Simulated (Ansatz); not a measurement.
A relaxed structure of Ag. Space group Fm-3m (No. 225), fcc (Cu type). Method: r2SCAN (plane waves to 500 eV, PAW, scalar-relativistic; Ansatz, a first-principles code).

```cif
data_Ag4
_chemical_formula_sum 'Ag4'
_space_group_name_H-M_alt 'Fm-3m'
_space_group_IT_number 225
_space_group_name_Hall '-F 4 2 3'
_cell_length_a 4.10443
_cell_length_b 4.10443
_cell_length_c 4.10443
_cell_angle_alpha 90.000
_cell_angle_beta 90.000
_cell_angle_gamma 90.000
loop_
_atom_site_label
_atom_site_type_symbol
_atom_site_symmetry_multiplicity
_atom_site_Wyckoff_symbol
_atom_site_fract_x
_atom_site_fract_y
_atom_site_fract_z
_atom_site_occupancy
Ag1 Ag 4 a 0.00000 0.00000 0.00000 1
```
(The calculation used a cell of 1 atom; values per cell refer to that cell.)

```json
{
 "volume_per_atom": "17.29 Å³",
 "density": "10.36 g/cm³",
 "band_gap": "zero (metallic)",
 "shortest_distances": "Ag–Ag 2.90 Å",
 "k-mesh": "22×22×22"
}
```

No spin polarisation in the result.

Measured for Ag: a 4.062 Å (static lattice; corrected from measurement; as listed in Daniel Mejia-Rodriguez, S. B. Trickey, Phys. Rev. B (2018)). Computed minus measured — a: r2SCAN +1.0 %. The computed values are for a static lattice.

The run could not lose the symmetry of its start.

It was reached from a disturbed copy of a P6/mmm (No. 191) cell, against which it lies -0.07 eV/atom.
